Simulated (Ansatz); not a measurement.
## CHOSi: where a starting geometry ends

The starting geometry of this gas-phase doublet was optimised with GFN2-xTB.

```yaml
atoms:
  - { symbol: C, position_ang: [-0.5602, 0.1098, 0.2688] }
  - { symbol: O, position_ang: [-1.3387, 0.7450, 0.9823] }
  - { symbol: Si, position_ang: [0.2199, 0.8157, -1.2925] }
  - { symbol: H, position_ang: [-0.2992, -0.9369, 0.5553] }
```

Task: Where would you expect an optimisation with PBE0-D3(BJ)/def2-SVP to take it?

Result: A new bond forms, giving a structure given below by its coordinates. Contacts that close: O2–Si3 (2.76 → 1.97 Å).

The energy falls by 0.49 eV over 11 steps:

```tsv
step	E − E(last) (eV)
1	0.492
2	0.470
3	0.372
4	0.320
5	0.191
7	0.002
8	0.000
9	0.000
10	0.000
11	0.000
```

Final geometry (Å):

| atom | x (Å) | y (Å) | z (Å) |
| --- | --- | --- | --- |
| C | -0.4104 | -0.1346 | 0.2100 |
| O | -1.1193 | 0.8857 | 0.5746 |
| Si | -0.0452 | 1.0507 | -1.0632 |
| H | -0.4034 | -1.0682 | 0.7924 |

No frequencies were run, so the end isn't proven a minimum. Open shells are spin-unrestricted. Run with Ansatz 0.2.0, 23 s on 1 thread of Arm Neoverse V1, on a shared host.
